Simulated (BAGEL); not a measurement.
**C3H4F2 (SMILES FC1(F)CC1) at HF/STO-3G (density fitting with qzvpp-jkfit)**

Aim: the energy change on altering one bond length of C3H4F2 at HF/STO-3G (density fitting with qzvpp-jkfit), from 2 runs. 

Program for the calculation: BAGEL 1.2.2.

1 further run of the same task is left out (set aside as unsound or not needed).

## 1. The molecule

The species is C3H4F2 (9 atoms), meant as a singlet with charge 0. As SMILES, `FC1(F)CC1`. Geometry: relaxed at PBE0-D4/def2-TZVP.

Bond lengths: F1–C2 1.343 Å, C2–F3 1.343 Å, C2–C4 1.469 Å, C2–C5 1.469 Å, C4–C5 1.536 Å, C4–H6 1.082 Å, C4–H7 1.082 Å, C5–H8 1.082 Å, C5–H9 1.082 Å. Some angles: F1–C2–F3 109.3°, F1–C2–C4 119.5°, F1–C2–C5 119.5°, F3–C2–C4 119.5°, F3–C2–C5 119.5°, C4–C2–C5 63.1°, C2–C4–C5 58.5°, C2–C5–C4 58.5°, C2–C4–H6 117.6°, C2–C4–H7 117.6°.

## 2. A single-point energy at HF/STO-3G (density fitting with qzvpp-jkfit)

job.json

```json
{ "bagel" : [

{
  "title" : "molecule",
  "basis" : "sto-3g",
  "df_basis" : "qzvpp-jkfit",
  "angstrom" : true,
  "geometry" : [
    { "atom" : "F", "xyz" : [       1.653500,      -0.826400,       0.516900 ] },
    { "atom" : "C", "xyz" : [       0.571500,      -0.513600,      -0.214600 ] },
    { "atom" : "F", "xyz" : [       0.598200,      -1.204400,      -1.366000 ] },
    { "atom" : "C", "xyz" : [       0.068600,       0.866300,      -0.209800 ] },
    { "atom" : "C", "xyz" : [      -0.712600,      -0.275800,       0.457400 ] },
    { "atom" : "H", "xyz" : [       0.564000,       1.577900,       0.437800 ] },
    { "atom" : "H", "xyz" : [      -0.320000,       1.261000,      -1.139500 ] },
    { "atom" : "H", "xyz" : [      -1.609500,      -0.624100,      -0.038100 ] },
    { "atom" : "H", "xyz" : [      -0.725300,      -0.307300,       1.539100 ] }
  ]
},

{ "title" : "hf" },

{ "title" : "print", "file" : "orbitals.molden", "orbitals" : true }

]}
```

Started as:

```sh
$ BAGEL_NUM_THREADS=1 BAGEL job.json > job.out
```

Log:

```text
* using 1 threads per process

  ===============================================================
  ===============================================================

  *** Geometry ***

  { "atom" : "F", "xyz" : [      3.124662,     -1.561670,      0.976799 ] },
  { "atom" : "C", "xyz" : [      1.079978,     -0.970563,     -0.405535 ] },
  { "atom" : "F", "xyz" : [      1.130434,     -2.275986,     -2.581366 ] },
  { "atom" : "C", "xyz" : [      0.129635,      1.637070,     -0.396465 ] },
  { "atom" : "C", "xyz" : [     -1.346619,     -0.521186,      0.864361 ] },
  { "atom" : "H", "xyz" : [      1.065806,      2.981799,      0.827322 ] },
  { "atom" : "H", "xyz" : [     -0.604712,      2.382945,     -2.153343 ] },
  { "atom" : "H", "xyz" : [     -3.041514,     -1.179378,     -0.071999 ] },
  { "atom" : "H", "xyz" : [     -1.370618,     -0.580713,      2.908477 ] },

  Number of auxiliary basis functions:      451

  Since a DF basis is specified, we compute 2- and 3-index integrals:
    o Being stored without compression. Storage requirement is 0.003 GB

  Number of basis functions:       29
  Number of electrons      :       40

    * METHOD: MOLECULE                             0.15

  *** RHF ***

  === Nuclear Repulsion ===
   184.9612838012

      * DIIS with orbital gradients will be used.

  === RHF iteration (sto-3g) ===
      0       -310.45577022          0.02087349           0.02
      1       -310.56643780          0.00556329           0.02
      2       -310.57426196          0.00124171           0.02
      3       -310.57507106          0.00016073           0.02
      4       -310.57508386          0.00003152           0.01
      5       -310.57508427          0.00000462           0.02
      6       -310.57508428          0.00000118           0.02
      7       -310.57508429          0.00000038           0.02
      8       -310.57508429          0.00000010           0.02
      9       -310.57508429          0.00000002           0.02
     10       -310.57508429          0.00000000           0.02
    * SCF iteration converged.

    * Permanent dipole moment:
           (    0.374590,    -0.339056,    -0.141869) a.u.

    * METHOD: HF                                   0.23

    * METHOD: PRINT                                0.00

  ===============================================================
```

It took 0.5 s on 1 thread of Arm Neoverse V1, shared host; peak memory 0.081 GiB.

## 3. The distorted shape

input.json

```json
{ "bagel" : [

{
  "title" : "molecule",
  "basis" : "sto-3g",
  "df_basis" : "qzvpp-jkfit",
  "angstrom" : true,
  "geometry" : [
    { "atom" : "F", "xyz" : [       1.649496,      -0.722804,       0.689571 ] },
    { "atom" : "C", "xyz" : [       0.567496,      -0.410004,      -0.041929 ] },
    { "atom" : "F", "xyz" : [       0.598200,      -1.204400,      -1.366000 ] },
    { "atom" : "C", "xyz" : [       0.064596,       0.969896,      -0.037129 ] },
    { "atom" : "C", "xyz" : [      -0.716604,      -0.172204,       0.630071 ] },
    { "atom" : "H", "xyz" : [       0.559996,       1.681496,       0.610471 ] },
    { "atom" : "H", "xyz" : [      -0.324004,       1.364596,      -0.966829 ] },
    { "atom" : "H", "xyz" : [      -1.613504,      -0.520504,       0.134571 ] },
    { "atom" : "H", "xyz" : [      -0.729304,      -0.203704,       1.711771 ] }
  ]
},

{
  "title" : "hf"
},

{
  "title" : "print",
  "file" : "orbitals.molden",
  "orbitals" : true
}

]}
```

Started as:

```sh
$ BAGEL_NUM_THREADS=1 BAGEL input.json > input.out
```

Log:

```text
* using 1 threads per process

  ===============================================================
  ===============================================================

  *** Geometry ***

  { "atom" : "F", "xyz" : [      3.117096,     -1.365902,      1.303100 ] },
  { "atom" : "C", "xyz" : [      1.072412,     -0.774795,     -0.079234 ] },
  { "atom" : "F", "xyz" : [      1.130434,     -2.275986,     -2.581366 ] },
  { "atom" : "C", "xyz" : [      0.122069,      1.832838,     -0.070164 ] },
  { "atom" : "C", "xyz" : [     -1.354185,     -0.325418,      1.190662 ] },
  { "atom" : "H", "xyz" : [      1.058239,      3.177567,      1.153623 ] },
  { "atom" : "H", "xyz" : [     -0.612279,      2.578713,     -1.827042 ] },
  { "atom" : "H", "xyz" : [     -3.049081,     -0.983610,      0.254302 ] },
  { "atom" : "H", "xyz" : [     -1.378185,     -0.384945,      3.234778 ] },

  Number of auxiliary basis functions:      451

  Since a DF basis is specified, we compute 2- and 3-index integrals:
    o Being stored without compression. Storage requirement is 0.003 GB

  Number of basis functions:       29
  Number of electrons      :       40

    * METHOD: MOLECULE                             0.15

  *** RHF ***

  === Nuclear Repulsion ===
   178.9292417188

      * DIIS with orbital gradients will be used.

  === RHF iteration (sto-3g) ===
      0       -310.39223643          0.02367178           0.02
      1       -310.53777377          0.00762622           0.02
      2       -310.55151219          0.00154344           0.02
      3       -310.55269340          0.00020797           0.01
      4       -310.55271212          0.00005601           0.02
      5       -310.55271357          0.00001111           0.01
      6       -310.55271364          0.00000388           0.01
      7       -310.55271365          0.00000124           0.01
      8       -310.55271365          0.00000040           0.01
      9       -310.55271365          0.00000013           0.01
     10       -310.55271365          0.00000003           0.01
     11       -310.55271365          0.00000001           0.01
     12       -310.55271365          0.00000000           0.01
    * SCF iteration converged.

    * Permanent dipole moment:
           (    0.390946,    -0.406131,    -0.237544) a.u.

    * METHOD: HF                                   0.25

    * METHOD: PRINT                                0.00

  ===============================================================
```

Run time: 0.54 s. Hardware: 1 thread of Arm Neoverse V1, shared host; peak memory 0.081 GiB.

## 4. Summary of results

Level: HF/STO-3G (density fitting with qzvpp-jkfit).

```
                                                         quantity          value
                                        first shape: total energy  -310.57508 Eh
                                       first shape: dipole moment         1.33 D
                                         first shape: HOMO energy       -9.48 eV
                                         first shape: LUMO energy       13.04 eV
                                       first shape: HOMO–LUMO gap       22.52 eV
                                    distorted shape: total energy  -310.55271 Eh
                                   distorted shape: dipole moment         1.55 D
                                     distorted shape: HOMO energy       -9.91 eV
                                     distorted shape: LUMO energy       11.26 eV
                                   distorted shape: HOMO–LUMO gap       21.17 eV
energy change with the C2–F3 bond stretched from 1.343 to 1.544 Å       0.609 eV
```

**Reading.** With the C2–F3 bond stretched from 1.343 to 1.544 Å the energy rises by 0.61 eV (14.0 kcal/mol). The first shape isn't relaxed at this level, so the change isn't measured from a minimum. The minimal basis adds a large error of its own.
